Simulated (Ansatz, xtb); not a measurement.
# Worked example: C2H2S + BH(CH3)(SiH3) → C2H4Si + BH(CH3)(SH)

Species: C2H2S (ethynethiol) `C#CS`, singlet; BH(CH3)(SiH3), singlet; C2H4Si (ethynylsilane) `C#C[SiH3]`, singlet; BH(CH3)(SH), singlet. The partners trade SH for SiH3: C–SH and B–SiH3 bonds give way to C–SiH3 and B–SH.

Shapes, held fixed at every level: PBE0-D4/def2-TZVP. Flexible molecules stand in one conformer, not always the lowest. Programs: Ansatz 0.2.0, xtb 6.7.1, xtb 6.7.1 later snapshot. The zero-point and thermal change to 298 K, harmonic and unscaled (PBE0-D4/def2-TZVP), is +5.6 kJ/mol.

At CCSD(T)/CBS estimate; 1 Eh = 2625.50 kJ/mol:

```
      species  energy (Eh)
        C2H2S  -475.000195
BH(CH3)(SiH3)  -356.105701
       C2H4Si  -367.520812
  BH(CH3)(SH)  -463.660898
```

Task: Work out ΔH(298 K) of the reaction at this level.

Result: 
1. Products less reactants: (-367.520812) + (-463.660898) − [(-475.000195) + (-356.105701)] = -0.075814 Eh = -199.0 kJ/mol.
2. With the thermal change: -199.0 + (+5.6) = -193.4 kJ/mol.

Other levels give -201.0 (HF/def2-SVP) to -174.9 kJ/mol (PBE-D4/def2-TZVPP). No measured value is set beside it here. The CBS estimate extrapolates MP2 from def2-TZVPP and def2-QZVPP and adds CCSD(T) − MP2 in the triple-zeta set, cores frozen.
